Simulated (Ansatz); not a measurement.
The first iterations of a band of C$_{2}$H$_{5}$F$_{2}$NS (11 atoms, charge 0, multiplicity 1).

Theory: RKS PBE-D4/def2-SVP in Ansatz.

```yaml
movable_images: 7
climbing_image: yes
spring: 5.0 eV/Å²
optimiser: quadratic models (default)
start_path: through a guess of the saddle point
force_threshold: 0.03 eV/Å
iteration_limit: 60
end_points: relaxed
```

First end point:

```xyz
11
Properties=species:S:1:pos:R:3
N -1.530 -0.654 0.092
C -0.119 -0.535 0.104
F 0.318 -0.841 1.373
F 0.508 -1.458 -0.724
C 0.337 0.877 -0.272
S 2.142 1.129 -0.228
H -1.905 -0.454 -0.841
H -1.802 -1.610 0.354
H -0.186 1.596 0.388
H 0.031 1.088 -1.316
H 2.272 0.806 1.090
```

Last end point:

```xyz
11
Properties=species:S:1:pos:R:3
N -1.468 -0.763 -0.260
C -0.091 -0.572 -0.011
F 0.247 -0.788 1.337
F 0.605 -1.519 -0.703
C 0.367 0.837 -0.388
S 2.142 1.156 -0.121
H -2.039 -0.094 0.265
H -1.748 -1.717 0.002
H -0.253 1.576 0.161
H 0.185 0.982 -1.470
H 2.118 0.846 1.206
```

| iteration | highest image above the first end (eV) | largest band force component (eV/Å) |
| --- | --- | --- |
| 1 | 2.972 | 20.584 |
| 2 | 0.331 | 2.056 |
| 3 | 0.194 | 1.356 |

Q: Does the band converge within its limit, and where does its top end?

A: The run converged. It ended after 11 iterations with the highest image 0.121 eV above the first end. A vibrational analysis at the climbing image gives one clearly imaginary mode, 500i cm⁻¹: a first-order saddle point.

The run took 3 min on 2 threads of Arm Neoverse V2, on a shared host, peak memory 0.15 GiB.
